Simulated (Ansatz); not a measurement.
The inner images of a band of CH5AlO + H2 (10 atoms, charge 0, multiplicity 1) are given out of order.

Theory: UKS PBE0/cc-pVDZ (Ansatz).

Initial state:

```xyz
10
Properties=species:S:1:pos:R:3
Al -0.541 0.995 0.744
O -0.756 -0.286 -0.401
C -0.233 -1.583 -0.458
H -1.377 2.308 0.446
H 0.349 0.735 2.041
H 1.266 1.674 -0.764
H 1.561 2.027 -0.151
H 0.358 -1.719 -1.382
H 0.424 -1.827 0.401
H -1.051 -2.324 -0.476
```

Final state:

```xyz
10
Properties=species:S:1:pos:R:3
Al -0.164 1.434 0.744
O 0.321 0.036 -0.657
C -0.103 -1.324 -0.503
H -1.747 1.510 0.485
H 0.328 0.658 2.070
H 1.254 0.072 -0.909
H 0.801 2.584 0.162
H 0.049 -1.868 -1.446
H 0.434 -1.815 0.324
H -1.175 -1.286 -0.271
```

Q: Put them in order from the first end to the last, with their energies above the first end.
A.
```xyz
10
Properties=species:S:1:pos:R:3
Al -0.177 1.454 0.761
O 0.020 0.029 -0.702
C -0.028 -1.384 -0.463
H -1.572 2.163 0.412
H -0.099 0.510 2.061
H 0.851 0.260 -1.141
H 1.183 2.179 0.276
H 0.102 -1.920 -1.414
H 0.740 -1.688 0.263
H -1.021 -1.603 -0.054
```
B.
```xyz
10
Properties=species:S:1:pos:R:3
Al -0.484 1.128 0.704
O -0.403 -0.061 -0.612
C -0.102 -1.425 -0.507
H -1.327 2.443 0.417
H -0.002 0.669 2.153
H 1.031 1.035 -0.537
H 1.358 1.653 -0.158
H 0.132 -1.834 -1.505
H 0.766 -1.634 0.153
H -0.970 -1.974 -0.108
```
C.
```xyz
10
Properties=species:S:1:pos:R:3
Al -0.579 1.058 0.721
O -0.630 -0.159 -0.524
C -0.159 -1.478 -0.496
H -1.331 2.415 0.393
H 0.065 0.690 2.132
H 1.213 1.243 -0.583
H 1.509 1.804 -0.149
H 0.104 -1.803 -1.517
H 0.741 -1.605 0.138
H -0.934 -2.165 -0.115
```
D.
```xyz
10
Properties=species:S:1:pos:R:3
Al -0.582 1.017 0.734
O -0.742 -0.249 -0.437
C -0.207 -1.542 -0.480
H -1.377 2.348 0.400
H 0.215 0.732 2.085
H 1.300 1.498 -0.675
H 1.575 1.942 -0.115
H 0.184 -1.755 -1.491
H 0.620 -1.696 0.241
H -0.986 -2.295 -0.262
```
E.
```xyz
10
Properties=species:S:1:pos:R:3
Al -0.343 1.276 0.729
O -0.193 0.004 -0.660
C -0.051 -1.397 -0.519
H -1.364 2.452 0.421
H -0.056 0.654 2.167
H 0.831 0.769 -0.567
H 1.234 1.581 -0.110
H 0.156 -1.844 -1.504
H 0.769 -1.663 0.172
H -0.985 -1.832 -0.129
```
F.
```xyz
10
Properties=species:S:1:pos:R:3
Al -0.202 1.440 0.778
O -0.145 0.009 -0.673
C -0.023 -1.406 -0.504
H -1.448 2.384 0.450
H -0.102 0.618 2.150
H 0.723 0.413 -0.889
H 1.223 1.845 0.074
H 0.166 -1.873 -1.481
H 0.784 -1.656 0.200
H -0.977 -1.774 -0.106
```
G.
```xyz
10
Properties=species:S:1:pos:R:3
Al -0.183 1.447 0.741
O 0.199 0.037 -0.686
C -0.059 -1.356 -0.472
H -1.702 1.838 0.409
H 0.085 0.550 2.052
H 1.089 0.166 -1.043
H 1.005 2.419 0.250
H 0.051 -1.903 -1.420
H 0.611 -1.768 0.297
H -1.097 -1.431 -0.128
```

A: D (+0.01 eV), C (+0.05 eV), B (+0.29 eV), E (+0.74 eV), F (+0.15 eV), A (+0.02 eV), G (0.00 eV).

Time of the run: 6.5 min on 2 threads of Arm Neoverse V1, with other jobs on the host, peak memory 0.2 GiB.
